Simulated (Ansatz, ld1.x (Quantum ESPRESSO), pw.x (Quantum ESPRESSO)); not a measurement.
**Equation-of-state test of one TM potential (lithium (Li))**

lithium (Li), norm-conserving Troullier–Martins (Kleinman–Bylander form), made with ld1.x (Quantum ESPRESSO) 7.5 (LDA (PW92), scalar-relativistic). Core [He], reference 2s1 2p0. Waves: 2s (bound): rc 2.75 bohr; 2p (bound, empty): rc 4.20 bohr; 3d channel at 0.2 Ry: rc 3.25 bohr. Local part: the d channel. Core correction: Bessel-smoothed model core inside 2.00 bohr.

Atomic tests: cutoffs needed: 6 Ry and 6 Ry (the cutoffs (Ry, on a coarse ladder) from which the occupation-weighted sum of valence levels, in a spherical-Bessel basis at the reference potential, stays within 10 and 1 mRy of its value at 400 Ry); ghost test: no extra level below or beside the all-electron valence levels (s, p, d, f tested) (spherical-Bessel basis up to 400 Ry, 20 bohr box); largest excitation error: -4.9 meV (all-electron minus pseudo) for 2s0 2p1, out of 2 test configurations.

Crystal test: fcc Li in pw.x 7.5, no spin, 13³ k-points, Fermi–Dirac smearing 0.01 Ry, cutoffs 50/200 Ry. The reference is all-electron LAPW (Ansatz 0.2.0) with the same functional, mesh and smearing; V0 and B0 come from Birch–Murnaghan fits to the pressures at five volumes. Errors are pseudo minus all-electron; Δ is the rms difference of the E(V) curves that follow from these fits, minima aligned, over ±6 % about the mean V0. Mesh and smearing are coarse, so the numbers serve the comparison and aren't converged zero-temperature values; the lattice is a test structure that the element need not adopt.

| V (Å³/atom) | P all-electron (GPa) | P pseudo (GPa) |
| --- | --- | --- |
| 18.111 | 0.78 | -0.09 |
| 18.587 | 0.35 | -0.44 |
| 19.064 | -0.04 | -0.76 |
| 19.541 | -0.39 | -1.04 |
| 20.017 | -0.70 | -1.30 |

All-electron: a0 = 4.237 Å (V0 = 19.01 Å³/atom), B0 = 14.9 GPa.

Pseudopotential: mean pressure error (GPa): -0.73. The pressure does not cross zero within the volumes sampled, so no fit is given. The largest radius (4.20 bohr) exceeds half the bond length (2.83 bohr), so the spheres overlap, which is one possible source of error among others. This is a poor potential for the solid.

Question: At the middle volume, how do free energy and pressure move when the wave cutoff is lowered (ecutrho kept at four times it)?

Answer:

| cutoff (Ry) | shift of F (meV/atom) | shift of P (GPa) |
| --- | --- | --- |
| 22 | +0.1 | +0.00 |
| 30 | +0.0 | -0.00 |
| 40 | +0.0 | +0.00 |

The run at the middle volume (84 k-points, 5 iterations) took about 3.3 s on one core of a shared host (Neoverse-V1, 32 threads, 247 GiB, load 26).
